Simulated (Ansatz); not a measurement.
Results of PBE0-D3(BJ) in Ansatz (plane waves, PAW) for antifluorite Mg2Sn.

Numerical settings: plane-wave cutoff 460 eV, 6×6×6 k mesh, Fermi–Dirac smearing 0.01 eV, scalar-relativistic PAW data made under PBE.

Response to compression and expansion:

```csv
V (Å³/atom),P (GPa),direct gap at Γ (eV),smallest gap on the k mesh (eV)
23.335,2.89,3.268,0.966
23.949,1.36,3.097,0.932
24.356,0.44,2.986,0.895
25.177,-1.19,2.769,0.822
25.710,-2.11,2.633,0.777
```

The fundamental gap (0.88 eV at the equilibrium volume, on the SCF mesh) lies elsewhere than Γ–Γ.

Measured, for comparison: band gap 0.36 eV (temperature not stated, no zero-point or thermal correction, indirect, Γ–X; as tabulated in Ryu et al. (2019), arXiv:1905.06140).

Spin–orbit coupling is not included.

Ansatz is a quantum-chemistry and plane-wave program.
